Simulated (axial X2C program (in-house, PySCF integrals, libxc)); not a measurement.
**All-electron X2C curves of AlLi⁺**

What are the state, bond length, wavenumber and bond energy of AlLi⁺, and what does spin–orbit coupling change?

Method: all-electron X2C, Al dyall-v3z, Li dyall-cv3z; program: an in-house X2C program for linear molecules on PySCF integrals.

All values are calculated.

### Step 1. The job

Input file task.json:

```json
{
 "zs": [
  13,
  3
 ],
 "q": 1,
 "bas": [
  "dyall-v3z",
  "dyall-cv3z"
 ],
 "levels": [
  "PBE0",
  "HF",
  "B97-3"
 ],
 "cc": true,
 "r0": 2.59,
 "thr": -2.0,
 "nmax": 90,
 "npts": 10,
 "nst": 2,
 "ntry": 6
}
```

Keys: zs atomic numbers; q charge; bas basis sets; levels methods (HF also brings MP2); cc coupled cluster on or off; r0 starting distance in Å; thr threshold in hartree for freezing inner shells (an s shell follows its p shell); nmax most natural virtual spinors; npts points asked for on the curve; nst determinants followed; ntry starts of the search.

Started as:

```bash
$ python so2c.py task.json out
```

Spin-free means the one-electron spin-free X2C Hamiltonian; two-component (2c) means X2C with spin–orbit coupling and atomic mean-field two-electron Coulomb and Gaunt terms. Basis: Al dyall-v3z contracted to [8s8p2d1f], Li dyall-cv3z contracted to [7s8p2d]; Gaussian nuclei, density fitting. Masses: Al 26.982 u, Li 7.016 u.

Notation: σ, π±, δ± give the projection m of an orbital's angular momentum (0, ±1, ±2), α and β its spin, Λ and M_S the sums; ω is the projection of a spinor's total angular momentum and Ω the sum. Logs are in hartree.

The results follow Hamiltonian by Hamiltonian and level by level.

### Step 2. State search with PBE0

PBE0 moves the distance from 2.590 Å to 3.042 Å and compares determinants there.

Spin-free determinants:

| ΔE (eV) | state | open shells |
| --- | --- | --- |
| 0.00 | M_S = 1/2, Λ = 0 | beyond closed shells: σα |
| 1.08 | M_S = 1/2, Λ = 1 | beyond closed shells: π+α |
| 3.89 | M_S = 3/2, Λ = 1 | beyond closed shells: 2 × σα, π+α |
| 5.14 | M_S = 1/2, Λ = 1 | beyond closed shells: 2 × σα, π+β |
| 6.99 | M_S = 3/2, Λ = 0 | beyond closed shells: 3 × σα |

Two-component determinants:

```json
{"ΔE (eV)": "0.00", "state": "Ω = 1/2", "open shells": "excess of +ω over −ω: ω = 1/2"}
{"ΔE (eV)": "1.09", "state": "Ω = 3/2", "open shells": "excess of +ω over −ω: ω = 3/2"}
{"ΔE (eV)": "3.90", "state": "Ω = 5/2", "open shells": "excess of +ω over −ω: 2 × ω = 1/2, ω = 3/2"}
{"ΔE (eV)": "5.14", "state": "Ω = 3/2", "open shells": "excess of +ω over −ω: 3 × ω = 1/2"}
{"ΔE (eV)": "5.15", "state": "Ω = 1/2", "open shells": "excess of +ω over −ω: 2 × ω = -1/2, ω = 3/2"}
```

### Step 3. PBE0, spin-free

State followed: M_S = 1/2, Λ = 0 (beyond closed shells: σα). The scan is laid around 3.042 Å, a first estimate of the minimum, and this SCF restarts from the orbitals of the search.

The SCF at the reference distance of 3.042 Å:

```text
spin-free X2C-1e  PBE0
basis functions 90  fitting functions 494  grid points 4367
iter        total energy     max residual
   1       -250.007200196     2.04e-05
   2       -250.007200210     7.35e-06
   3       -250.007200213     3.17e-06
   4       -250.007200214     1.91e-07
converged
one-electron -357.56688835  Coulomb 120.96105225  exact exchange -4.94280201  xc functional -15.24288532  nuclear repulsion 6.78432322
```

Along the bond, energies from the lowest point:

| R (Å) | E (eV) | μ (D) | HOMO (eV) | LUMO (eV) | iterations |
| --- | --- | --- | --- | --- | --- |
| 2.647 | 0.1156 | 6.02 | -9.79 | -6.98 | 8 |
| 2.768 | 0.0480 | 6.26 | -9.71 | -6.87 | 8 |
| 2.860 | 0.0189 | 6.44 | -9.65 | -6.79 | 7 |
| 2.951 | 0.0039 | 6.62 | -9.58 | -6.71 | 7 |
| 3.042 | 0.0000 | 6.80 | -9.51 | -6.64 | 4 |
| 3.148 | 0.0064 | 7.01 | -9.42 | -6.57 | 8 |
| 3.255 | 0.0218 | 7.21 | -9.33 | -6.50 | 8 |
| 3.392 | 0.0513 | 7.48 | -9.21 | -6.41 | 8 |
| 3.559 | 0.0973 | 7.80 | -9.06 | -6.33 | 8 |
| 3.803 | 0.1760 | 8.27 | -8.85 | -6.21 | 9 |

Dipoles are positive if Li is the positive end and refer to the centre of mass.

Outer orbitals at the reference distance:

| symmetry | occupied | ε (eV) | atomic character |
| --- | --- | --- | --- |
| σα | yes | -14.03 | 79% Al s, 11% Li p, 7% Li s |
| σβ | yes | -13.26 | 80% Al s, 10% Li p, 6% Li s |
| σα | yes | -9.51 | 67% Al p, 18% Li s, 8% Li p |
| π+α | no | -6.64 | 83% Al p, 13% Li p, 3% Li d |
| π-α | no | -6.64 | 83% Al p, 13% Li p, 3% Li d |
| σβ | no | -6.59 | 62% Al p, 26% Li s, 5% Li p |
| π+β | no | -6.36 | 87% Al p, 9% Li p, 3% Li d |

PBE0 fields in the half plane through the axis: z from -2.4 to 5.4 Å across, distance from the axis 0.15 to 2.25 Å upwards; Al lies at z = 0 and Li at z = 3.042 Å; the ELF is damped to zero where the density is low.

log10 density (e/bohr³). Ten even steps from '0' (-5.83 ) to '9' (0.98 ):
```
222333333333333333222211000
233344444444444433332221100
333444455544444444333221110
334455555555555444433222110
344555566555555554443322111
344556666666555555554322111
445566678766665556765422111
445566789876665567986432111
```

ELF. Ten even steps from '0' (0.00 ) to '9' (1.00 ):
```
000012110000112210000000000
001466642112457765200000000
026899875445789998520000000
179999987678999996200000000
599999964579999961000000000
799999400039999810000000000
899997037407999504998000000
999995183814999309999500000
```

Re = 3.033 Å, ωe = 228.5 cm⁻¹, ωexe = 1.81 cm⁻¹, Be = 0.329 cm⁻¹, De = 1.28 eV, μ = 6.78 D.

### Step 4. HF, spin-free

Output at 3.042 Å:

```text
spin-free X2C-1e  HF
basis functions 90  fitting functions 494  grid points 4367
iter        total energy     max residual
   1       -249.592720936     8.30e-02
   2       -249.598819513     4.94e-03
   3       -249.599118563     1.77e-03
   4       -249.599185962     6.39e-04
   5       -249.599209755     2.80e-04
   6       -249.599213862     1.55e-04
   7       -249.599215550     5.40e-05
   8       -249.599215811     9.56e-06
   9       -249.599215817     2.82e-06
  10       -249.599215817     1.26e-06
converged
one-electron -357.52724332  Coulomb 120.95205891  exact exchange -19.80835463  xc functional 0.00000000  nuclear repulsion 6.78432322
```

Re = 3.066 Å, ωe = 230.1 cm⁻¹, ωexe = 1.4 cm⁻¹, Be = 0.3222 cm⁻¹, De = 1.22 eV, μ = 7.08 D.

### Step 5. B97-3, spin-free

Output at 3.042 Å:

```text
spin-free X2C-1e  B97-3
basis functions 90  fitting functions 494  grid points 4367
iter        total energy     max residual
   1       -250.118784517     7.09e-03
   2       -250.119378947     8.71e-04
   3       -250.119400462     1.69e-04
   4       -250.119403152     7.31e-05
   5       -250.119403515     2.42e-05
   6       -250.119403556     4.54e-06
   7       -250.119403557     2.06e-06
converged
one-electron -357.62275587  Coulomb 121.02446276  exact exchange -5.32603146  xc functional -14.97940220  nuclear repulsion 6.78432322
```

Re = 3.017 Å, ωe = 233.3 cm⁻¹, ωexe = 1.93 cm⁻¹, Be = 0.3325 cm⁻¹, De = 1.21 eV, μ = 6.92 D.

### Step 6. Correlated methods, spin-free

Correlated methods: 3 electrons correlated (frozen shells, counted by type: Al 2 s, 1 p; Li 1 s), 145 virtual spinors in MP2, 49 natural virtuals in coupled cluster.

Output of the correlated part at 3.042 Å:

```text
correlated 3  virtual 145  natural virtual 49  E(MP2) -0.034584164  MP2 remainder -0.000377514
iter   CCSD correlation   residual
   1     -0.042928646   1.11e-01
   2     -0.048278821   5.07e-02
   3     -0.048769248   1.17e-02
   4     -0.048863044   2.97e-03
   5     -0.048832949   9.06e-04
   6     -0.048854508   3.86e-04
   7     -0.048847049   1.17e-04
   8     -0.048848698   2.97e-05
   9     -0.048848533   9.42e-06
  10     -0.048848488   2.34e-06
  11     -0.048848489   4.67e-07
(T) -0.000979898  T1 0.0317  D1 0.0479  max T2 0.113
```

T1 in the output is the amplitude norm over the root of the electron number; divide by √2 for the Lee–Taylor value.

MP2: Re = 3.055 Å, ωe = 230.1 cm⁻¹, Be = 0.3243 cm⁻¹, De = 1.16 eV.

CCSD: Re = 3.044 Å, ωe = 234.8 cm⁻¹, ωexe = 1.48 cm⁻¹, Be = 0.3268 cm⁻¹, De = 1.16 eV. T1 at Re = 0.022 (Lee–Taylor, the printed value over √2).

CCSD(T): Re = 3.043 Å, ωe = 234.9 cm⁻¹, ωexe = 1.49 cm⁻¹, Be = 0.3269 cm⁻¹, De = 1.15 eV. T1 at Re = 0.022 (Lee–Taylor, the printed value over √2).

### Step 7. A higher determinant, spin-free

State: M_S = 1/2, Λ = 1 (beyond closed shells: π+α).

Output at the reference distance:

```text
spin-free X2C-1e  PBE0
basis functions 90  fitting functions 494  grid points 4367
iter        total energy     max residual
   1       -249.967430575     6.12e-06
   2       -249.967430576     3.71e-06
converged
one-electron -357.51459194  Coulomb 120.92800620  exact exchange -4.93756644  xc functional -15.22760161  nuclear repulsion 6.78432322
```

| R (Å) | E above the lowest PBE0 point (eV) |
| --- | --- |
| 2.647 | 1.078 |
| 2.768 | 1.062 |
| 2.860 | 1.062 |
| 2.951 | 1.070 |
| 3.042 | 1.082 |
| 3.148 | 1.101 |
| 3.255 | 1.122 |
| 3.392 | 1.151 |
| 3.559 | 1.186 |

Re = 2.809 Å, ωe = 223.8 cm⁻¹, Be = 0.3837 cm⁻¹, μ = 6.56 D. Te = 1.06 eV.

### Step 8. The spin-free curves together

Energy (eV) of the followed determinant, spin-free, from each level's lowest point:

| R (Å) | PBE0 | HF | MP2 | CCSD | CCSD(T) | B97-3 |
| --- | --- | --- | --- | --- | --- | --- |
| 2.647 | 0.116 | 0.139 | 0.131 | n/a | n/a | 0.109 |
| 2.768 | 0.048 | 0.062 | 0.058 | 0.054 | 0.054 | 0.043 |
| 2.860 | 0.019 | 0.027 | 0.025 | 0.022 | 0.022 | 0.016 |
| 2.951 | 0.004 | 0.008 | 0.006 | 0.005 | 0.005 | 0.002 |
| 3.042 | 0.000 | 0.000 | 0.000 | 0.000 | 0.000 | 0.000 |
| 3.148 | 0.006 | 0.003 | 0.004 | 0.006 | 0.006 | 0.008 |
| 3.255 | 0.022 | 0.016 | 0.018 | 0.021 | 0.021 | 0.025 |
| 3.392 | 0.051 | 0.045 | 0.047 | 0.052 | 0.053 | 0.057 |
| 3.559 | 0.097 | 0.092 | 0.094 | n/a | n/a | 0.105 |
| 3.803 | 0.176 | 0.175 | 0.178 | n/a | n/a | 0.186 |

### Step 9. PBE0, 2c

State followed: Ω = 1/2 (excess of +ω over −ω: ω = 1/2). The scan is laid around 3.042 Å, a first estimate of the minimum, and this SCF restarts from the orbitals of the search.

The SCF at the reference distance of 3.042 Å:

```text
two-component X2C + atomic mean field  PBE0
basis functions 90  fitting functions 494  grid points 4367
iter        total energy     max residual
   1       -249.979060602     1.24e-05
   2       -249.979060616     7.13e-06
   3       -249.979060622     2.70e-06
   4       -249.979060623     1.72e-07
converged
one-electron -357.49118187  Coulomb 120.93829979  exact exchange -4.94197954  xc functional -15.24033028  nuclear repulsion 6.78432322  atomic mean-field constant -0.02819194
```

Along the bond, energies from the lowest point:

| R (Å) | E (eV) | μ (D) | HOMO (eV) | LUMO (eV) | iterations |
| --- | --- | --- | --- | --- | --- |
| 2.647 | 0.1158 | 6.02 | -9.79 | -6.98 | 8 |
| 2.768 | 0.0481 | 6.26 | -9.71 | -6.87 | 8 |
| 2.860 | 0.0190 | 6.44 | -9.65 | -6.79 | 7 |
| 2.951 | 0.0039 | 6.62 | -9.58 | -6.72 | 7 |
| 3.042 | 0.0000 | 6.80 | -9.51 | -6.65 | 4 |
| 3.148 | 0.0064 | 7.00 | -9.42 | -6.57 | 8 |
| 3.255 | 0.0217 | 7.21 | -9.33 | -6.50 | 8 |
| 3.392 | 0.0512 | 7.48 | -9.21 | -6.42 | 8 |
| 3.559 | 0.0972 | 7.80 | -9.06 | -6.33 | 8 |
| 3.803 | 0.1758 | 8.27 | -8.85 | -6.21 | 9 |

Dipoles are positive if Li is the positive end and refer to the centre of mass.

Outer spinors at the reference distance:

| ω | occupied | ε (eV) | atomic character | λ mixture |
| --- | --- | --- | --- | --- |
| 1/2 | yes | -14.03 | 79% Al s, 11% Li p, 7% Li s | 100% σ |
| -1/2 | yes | -13.26 | 80% Al s, 10% Li p, 6% Li s | 100% σ |
| 1/2 | yes | -9.51 | 67% Al p, 18% Li s, 8% Li p | 100% σ |
| -1/2 | no | -6.65 | 83% Al p, 13% Li p, 3% Li d | 99% π, 1% σ |
| 3/2 | no | -6.64 | 83% Al p, 13% Li p, 3% Li d | 100% π |
| -1/2 | no | -6.59 | 63% Al p, 26% Li s, 5% Li p | 99% σ, 1% π |
| 1/2 | no | -6.37 | 87% Al p, 9% Li p, 3% Li d | 100% π |

PBE0 fields in the half plane through the axis: z from -2.4 to 5.4 Å across, distance from the axis 0.15 to 2.25 Å upwards; Al lies at z = 0 and Li at z = 3.042 Å; the ELF is damped to zero where the density is low.

log10 density (e/bohr³). Ten even steps from '0' (-5.83 ) to '9' (0.98 ):
```
222333333333333333222211000
233344444444444433332221100
333444455544444444333221110
334455555555555444433222110
344555566555555554443322111
344556666666555555554322111
445566678766665556765422111
445566789876665567986432111
```

ELF. Ten even steps from '0' (0.00 ) to '9' (1.00 ):
```
000012110000112210000000000
001466642112457765200000000
026899875445789998520000000
179999987678999996200000000
599999964579999961000000000
799999400039999810000000000
899997037407999504998000000
999995183814999309999500000
```

Re = 3.034 Å, ωe = 228.5 cm⁻¹, ωexe = 1.8 cm⁻¹, Be = 0.329 cm⁻¹, De = 1.28 eV, μ = 6.78 D.

### Step 10. HF, 2c

The SCF at the reference distance of 3.042 Å:

```text
two-component X2C + atomic mean field  HF
basis functions 90  fitting functions 494  grid points 4367
iter        total energy     max residual
   1       -249.564668968     8.32e-02
   2       -249.570765597     4.94e-03
   3       -249.571064683     1.77e-03
   4       -249.571132131     6.39e-04
   5       -249.571155981     2.80e-04
   6       -249.571160135     1.55e-04
   7       -249.571161875     5.39e-05
   8       -249.571162173     1.36e-05
   9       -249.571162196     1.18e-05
  10       -249.571162220     8.74e-06
  11       -249.571162243     3.70e-06
  12       -249.571162248     1.68e-06
  13       -249.571162249     4.90e-07
converged
one-electron -357.45152376  Coulomb 120.92928752  exact exchange -19.80505729  xc functional 0.00000000  nuclear repulsion 6.78432322  atomic mean-field constant -0.02819194
```

Re = 3.066 Å, ωe = 230.1 cm⁻¹, ωexe = 1.4 cm⁻¹, Be = 0.3221 cm⁻¹, De = 1.22 eV, μ = 7.08 D.

### Step 11. B97-3, 2c

Output at 3.042 Å:

```text
two-component X2C + atomic mean field  B97-3
basis functions 90  fitting functions 494  grid points 4367
iter        total energy     max residual
   1       -250.090649657     7.09e-03
   2       -250.091243974     8.71e-04
   3       -250.091265505     1.69e-04
   4       -250.091268201     7.32e-05
   5       -250.091268566     2.43e-05
   6       -250.091268607     4.54e-06
   7       -250.091268608     2.06e-06
converged
one-electron -357.54703550  Coulomb 121.00169620  exact exchange -5.32514541  xc functional -14.97691517  nuclear repulsion 6.78432322  atomic mean-field constant -0.02819194
```

Re = 3.018 Å, ωe = 233.3 cm⁻¹, ωexe = 1.93 cm⁻¹, Be = 0.3325 cm⁻¹, De = 1.21 eV, μ = 6.92 D.

### Step 12. Correlated methods, 2c

Correlated methods: 3 electrons correlated (frozen shells, counted by type: Al 2 s, 1 p; Li 1 s), 145 virtual spinors in MP2, 49 natural virtuals in coupled cluster.

Output of the correlated part at 3.042 Å:

```text
correlated 3  virtual 145  natural virtual 49  E(MP2) -0.034581112  MP2 remainder -0.000377464
iter   CCSD correlation   residual
   1     -0.042924212   1.11e-01
   2     -0.048273073   5.07e-02
   3     -0.048763403   1.17e-02
   4     -0.048857185   2.97e-03
   5     -0.048827089   9.11e-04
   6     -0.048848740   3.92e-04
   7     -0.048841159   1.27e-04
   8     -0.048842952   4.86e-05
   9     -0.048842763   3.12e-05
  10     -0.048842645   2.13e-05
  11     -0.048842706   9.89e-06
  12     -0.048842689   2.99e-06
(T) -0.000979706  T1 0.0317  D1 0.0479  max T2 0.113
```

MP2: Re = 3.056 Å, ωe = 230.0 cm⁻¹, Be = 0.3242 cm⁻¹, De = 1.16 eV.

CCSD: Re = 3.044 Å, ωe = 234.7 cm⁻¹, ωexe = 1.48 cm⁻¹, Be = 0.3267 cm⁻¹, De = 1.16 eV. T1 at Re = 0.022 (Lee–Taylor, the printed value over √2).

CCSD(T): Re = 3.044 Å, ωe = 234.9 cm⁻¹, ωexe = 1.48 cm⁻¹, Be = 0.3268 cm⁻¹, De = 1.15 eV. T1 at Re = 0.022 (Lee–Taylor, the printed value over √2).

### Step 13. A higher determinant, 2c

State: Ω = 3/2 (excess of +ω over −ω: ω = 3/2).

Output at the reference distance:

```text
two-component X2C + atomic mean field  PBE0
basis functions 90  fitting functions 494  grid points 4367
iter        total energy     max residual
   1       -249.939100528     7.31e-06
   2       -249.939100528     6.28e-06
converged
one-electron -357.43649431  Coulomb 120.90291240  exact exchange -4.93671028  xc functional -15.22493961  nuclear repulsion 6.78432322  atomic mean-field constant -0.02819194
```

| R (Å) | E above the lowest PBE0 point (eV) |
| --- | --- |
| 2.647 | 1.083 |
| 2.768 | 1.067 |
| 2.860 | 1.067 |
| 2.951 | 1.075 |
| 3.042 | 1.087 |
| 3.148 | 1.106 |
| 3.255 | 1.128 |
| 3.392 | 1.157 |
| 3.559 | 1.191 |

Re = 2.809 Å, ωe = 223.8 cm⁻¹, Be = 0.3837 cm⁻¹, μ = 6.56 D. Te = 1.07 eV.

### Step 14. The 2c curves together

Energy (eV) of the followed determinant, 2c, from each level's lowest point:

| R (Å) | PBE0 | HF | MP2 | CCSD | CCSD(T) | B97-3 |
| --- | --- | --- | --- | --- | --- | --- |
| 2.647 | 0.116 | 0.140 | 0.132 | n/a | n/a | 0.109 |
| 2.768 | 0.048 | 0.062 | 0.058 | 0.055 | 0.054 | 0.043 |
| 2.860 | 0.019 | 0.027 | 0.025 | 0.022 | 0.022 | 0.016 |
| 2.951 | 0.004 | 0.008 | 0.006 | 0.005 | 0.005 | 0.002 |
| 3.042 | 0.000 | 0.000 | 0.000 | 0.000 | 0.000 | 0.000 |
| 3.148 | 0.006 | 0.003 | 0.004 | 0.006 | 0.006 | 0.008 |
| 3.255 | 0.022 | 0.016 | 0.018 | 0.021 | 0.021 | 0.025 |
| 3.392 | 0.051 | 0.045 | 0.047 | 0.052 | 0.053 | 0.057 |
| 3.559 | 0.097 | 0.091 | 0.094 | n/a | n/a | 0.105 |
| 3.803 | 0.176 | 0.175 | 0.178 | n/a | n/a | 0.186 |

The whole job took 19 s on 1 thread of Arm Neoverse V1, shared host.

### Step 15. Constants

Lowest determinant that the search found at its distance, spin-free: M_S = 1/2, Λ = 0 (beyond closed shells: σα).

Lowest determinant that the search found at its distance, 2c: Ω = 1/2 (excess of +ω over −ω: ω = 1/2).

```
Hamiltonian    level  Re (Å)  ωe (cm⁻¹)  De (eV)  μ (D)
  spin-free     PBE0   3.033      228.5     1.28   6.78
  spin-free       HF   3.066      230.1     1.22   7.08
  spin-free      MP2   3.055      230.1     1.16    n/a
  spin-free     CCSD   3.044      234.8     1.16    n/a
  spin-free  CCSD(T)   3.043      234.9     1.15    n/a
  spin-free    B97-3   3.017      233.3     1.21   6.92
         2c     PBE0   3.034      228.5     1.28   6.78
         2c       HF   3.066      230.1     1.22   7.08
         2c      MP2   3.056      230.0     1.16    n/a
         2c     CCSD   3.044      234.7     1.16    n/a
         2c  CCSD(T)   3.044      234.9     1.15    n/a
         2c    B97-3   3.018      233.3     1.21   6.92
```

Dipoles are positive if Li is the positive end and refer to the centre of mass.

Time per point (s) on 1 thread of Arm Neoverse V1, shared host (2c runs; CCSD comes with the CCSD(T) run); the times are rough: PBE0 0.13, HF 0.082, MP2 0.091, CCSD(T) 0.27, B97-3 0.14.

What this shows: At CCSD(T), going from spin-free to two-component changes Re by 0 mÅ, ωe by 0.0 %; the spin-free picture holds up (part of it comes from the scalar share of the two-electron terms). De moves by 0.00 eV; both De rest on single-determinant atoms, which can miss part of an open shell's spin–orbit lowering.

De refers to Al + Li+, each in the lowest determinant found, which need not be this curve's own limit. Each curve is one determinant whose occupation by symmetry is held fixed; it was picked as the lowest of a PBE0 search that is not exhaustive. De is counted from the lowest determinant-based energies of the atoms at the same level, without counterpoise correction. Density functionals use the spin component along the axis (collinear). CCSD and (T) use frozen natural virtuals with an MP2 correction for the truncation. T1 at Re is 0.022 (Lee–Taylor), above the customary mark of 0.02.
